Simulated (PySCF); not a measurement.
ClH, SMILES Cl.

Geometry optimised at B3LYP-D3(BJ)/def2-TZVPD.

Two levels are set side by side: PBE/def2-TZVPD (PySCF) and M06-2X/def2-TZVPD (PySCF). Same geometry, gas phase. Differences are taken from unrounded values.

| quantity | PBE |
|---|---|
| orbital gap (eV) | 7.03 |
| highest occupied level (eV) | -8.04 |
| lowest empty level (eV) | -1.00 |
| dipole moment (D) | 1.08 |
| mean polarisability (bohr³) | 18.2 |

Task: These are the PBE values. What does M06-2X give? (The exact figures need the calculation; the answer reports its results.)

Result: 
| quantity | M06-2X | PBE minus M06-2X |
|---|---|---|
| orbital gap (eV) | 11.25 | -4.22 |
| highest occupied level (eV) | -10.90 | 2.86 |
| lowest empty level (eV) | 0.36 | -1.36 |
| dipole moment (D) | 1.13 | -0.04 |
| mean polarisability (bohr³) | 17.5 | 0.7 |

PBE's occupied levels lie high since its potential decays too fast outside the molecule; exact exchange lowers them and widens the gap. PBE's more diffuse valence density responds more strongly to a field. Differences between two approximate levels are no errors against the true value.

Rough cost on one machine, each run with all the roots and properties that it gave: M06-2X against PBE about 2 times.
